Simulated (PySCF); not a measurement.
Work out the structure from these simulated measurements.

Elements present: C, F, H and N. Monoisotopic mass: 85.0328 u.

| Property | Result |
| --- | --- |
| Rotational structure | rotational constants A, B, C: 22.796, 1.267, 1.209 GHz [PBE0-D3(BJ)/def2-SVP] |
| Polarisability | 59.0 au [wB97X-D/def2-SVPD] |
| Couplings | largest of the computed one-bond spin–spin couplings (means over like bonds): 19F–13C -247.4, 13C–1H +194.2, 13C–13C +193.0, 13C–1H +159.6 (×2), 13C–13C +86.9, 13C–13C +84.6, 15N–1H -46.6, 15N–13C -3.0 Hz [B3LYP/pcJ-1, spin–dipole term left out for some pairs] |
| UV, first state | lowest singlet excitation: 4.89 eV (254 nm, f = 0.004) [TDDFT wB97X-D/def2-SVPD] |
| 13C NMR | chemical shifts (computed TMS as zero) by class: 163.4 (1 C), 93.6 (1 C), 87.3 (1 C), 63.8 (1 C) ppm [GIAO HF/pcSseg-2] |
| Valence photoelectron | vertical ionisation energy: 10.30 eV [ΔSCF wB97X-D/def2-SVPD] |
| 1H NMR | chemical shifts (computed TMS as zero) by class: 10.47 (1 H), 7.75 (1 H), 4.75 (2 H) ppm [GIAO HF/pcSseg-2] |
| NMR, other nuclei | isotropic shieldings of nuclei other than C and H, by class: -119 (1 N), 440 (1 F) ppm [GIAO HF/pcSseg-2] |

Electronic properties: PySCF, gas phase, density fitting. Levels stand in brackets. Isolated species at its PBE0-D3(BJ)/def2-SVP geometry, gas phase. NMR values are class means; diastereotopic atoms form classes of their own.

Question: Which formula fits the mass and the elements?

Answer: C4H4FN (calculated 85.0328). No other formula that holds each of these elements comes within 0.0003 u with a fitting electron parity and a possible valence count.

Question: What is the compound? Reason from the data.

Answer: Numbering: `[H]/[N:1]=[CH:2]\[C:3]#[C:4][CH2:5][F:6]`. Its formula, C4H4FN, gives 3 degrees of unsaturation: 0 rings and 3 π bonds in the structure found. 4 carbons fall into 4 classes; from least to most shielded: imine carbon [C2] (163.4 ppm), alkyne carbon [C4] (93.6 ppm), alkyne carbon [C3] (87.3 ppm), sp3 C–F carbon [C5] (63.8 ppm). Hydrogen classes from least to most shielded: 1 H on an imine nitrogen, N1 (10.47 ppm), 1 H on an imine carbon, C2 (7.75 ppm), 2 H on an sp3 C–F carbon, C5 (4.75 ppm). The other shieldings belong to: -119 ppm, imine nitrogen [N1]; 440 ppm, alkyl fluorine [F6]. The couplings run between: -247.4 Hz, alkyl fluorine [F6] and sp3 C–F carbon [C5]; +194.2 Hz, imine carbon [C2] and its hydrogen; +193.0 Hz, alkyne carbon [C3] and alkyne carbon [C4]; +159.6 Hz, sp3 C–F carbon [C5] and its hydrogen (with 1 like pair); +86.9 Hz, imine carbon [C2] and alkyne carbon [C3]; +84.6 Hz, alkyne carbon [C4] and sp3 C–F carbon [C5]; -46.6 Hz, imine nitrogen [N1] and its hydrogen; -3.0 Hz, imine nitrogen [N1] and imine carbon [C2]. The first electron is taken from the HOMO, whose largest Löwdin shares are 0.28 on each of 2 atoms of one kind (alkyne carbon), 0.20 on the imine nitrogen and 0.10 on the imine carbon. By its constants the optimised geometry is an asymmetric top. Structure: `N(/[H])=C/C#CCF`. Computed isomers that give other values at the same levels: `C/C(F)=C\C#N` (rotational constant A: 8.887 GHz; this holds for the one conformer computed); `C/C(F)=C/C#N` (rotational constant A: 9.947 GHz; this holds for the one conformer computed); `Fc1ccc[nH]1` (rotational constant A: 8.965 GHz; this holds for the one conformer computed). The assignments are read from this structure; whether some other isomer fits the data as well wasn't checked.
